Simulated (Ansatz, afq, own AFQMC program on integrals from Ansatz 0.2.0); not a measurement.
**Where AFQMC and coupled cluster stand for TiH, quartet**

```xyz
2

Ti    0.0000    0.0000    0.0000
H     0.0000    0.0000    2.4470
```

Basis def2-TZVP. Only valence electrons are correlated. Ansatz 0.2.0 and our own AFQMC program on the same integrals; the CISD trial comes from CCSD amplitudes, and released means the phaseless constraint is let go. ± is one standard error of the sampling. The metal's outer-core s and p shells are frozen, which shifts wave-function levels against functionals.

Determinant: UHF, the one that the program's search chose, which needn't be the lowest solution. The geometry is a point of a scan.

Full CI on the same integrals is exact in this basis and with this determinant's frozen core.

Cautions: no relativity below Rb; outer-core shells of the metal frozen; lower spins were not checked; strong correlation (T1 0.055, weight of the determinant 0.91, largest double 0.06); CCSDTQ on the ROHF determinant differs (57 meV higher), by its state or its frozen core.

```
T1 diagnostic                               : 0.0547
weight of the determinant in the CISD state : 0.912
⟨S²⟩ of the determinant                     : 3.770
size of the correlated space                : 5 electrons in 42 orbitals
```

```
  level  correlation energy (eV)
    MP2                  -0.9690
   CCSD                  -1.4080
CCSD(T)                  -1.4490
```

(1) Estimate where phaseless AFQMC with a CISD trial lies against CCSD(T) on the same integrals.

(1) 0.07 ± 0.06 kcal/mol below CCSD(T). The gap is under twice the noise, so this walk alone can't tell the two apart.

Reference: full CI, correlation energy -1.479 eV. The released energy is read at 4.20 1/Eh (meV from the phaseless value at times in 1/Eh: -10.5 ± 2.1 at 0.60, -15 ± 3 at 1.20, -13 ± 4 at 2.00, -24 ± 3 at 3.00, -25 ± 6 at 4.20).

```csv
level,E − E(reference) (kcal/mol),share of correlation (%)
CCSD(T),0.69,97.99
CCSDT,0.04,99.88
CCSDT(Q),0.00,99.99
CCSDTQ,0.00,100.00
ph-AFQMC/CISD,0.61 ± 0.06,98.20
released AFQMC,0.04 ± 0.15,99.89
```

CCSDT and higher add their correlation energy to the determinant of the CCSD(T) run, since their own runs factorise the integrals more tightly (a shift of under 2 meV). Released energies are given only where the last usable release times agree within the noise; a slower fall can still hide under it.
